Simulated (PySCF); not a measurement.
Methyl alcohol, CH₄O, SMILES CO, point group Cs.

Level: PBE0/pcSseg-2 in PySCF (density fitting, grid level 2); geometry and Hessian at that level, cubic constants and property derivatives from steps of ±0.6 along each species' dimensionless normal coordinates, second-order vibrational perturbation theory. The parent has the commonest isotopes.

Equilibrium geometry (Å):

| atom | x | y | z |
| --- | --- | --- | --- |
| C1 | -0.3483 | -0.0659 | -0.0047 |
| O2 | 0.9349 | 0.0563 | -0.5745 |
| H3 | -1.0222 | -0.3840 | -0.7990 |
| H4 | -0.7184 | 0.8845 | 0.3956 |
| H5 | -0.3808 | -0.8184 | 0.7910 |
| H6 | 1.5474 | 0.3355 | 0.1053 |

(1) How much do zero-point and thermal motion change the parent's shieldings?

(2) And the bond lengths, in the parent and with ²H at 4?

(3) What are the dipole moments?

Internal rotors are held in one well.

The study (163 SCF points, 128 basis functions) took 12 min on 1 thread of Intel Xeon Platinum 8488C, on a host shared with other jobs (rough), peak memory 0.56 GiB, launched as `OMP_NUM_THREADS=1 python ens_run.py task.json out`.

## Answers

(1) 
```csv
atom,σe (ppm),"anharmonic part, 0 K","harmonic part, 0 K",Δσ at 0 K,Δσ at 250 K,Δσ at 300 K
C1,131.28,-1.93,-2.90,-4.83,-4.87,-4.86
O2,330.62,2.14,-16.43,-14.28,-13.67,-13.39
H3,28.08,-0.25,-0.46,-0.71,-0.72,-0.73
H4,27.95,-0.23,-0.47,-0.71,-0.71,-0.71
H6,31.91,0.37,-1.16,-0.78,-0.85,-0.87
```

(2) 
```
 bond  re (Å)  ⟨r⟩ at 0 K  between mean positions  ⟨r⟩, labelled
C1–O2  1.4093      1.4180                  1.4175         1.4181
C1–H3  1.0892      1.1110                  1.0990         1.1110
C1–H4  1.0957      1.1172                  1.1057         1.1112
O2–H6  0.9567      0.9764                  0.9443         0.9767
```

(3) 1.691 D at equilibrium; averaged at 0 K: parent 1.626 D; ²H at 4 1.630 D; ²H at 6 1.641 D; ¹³C at 1, ²H at 4 1.630 D; ²H at 3 1.619 D. Measured: 1.672 D (NIST CCCBDB Release 22 (SRD 101), experimental dipoles).
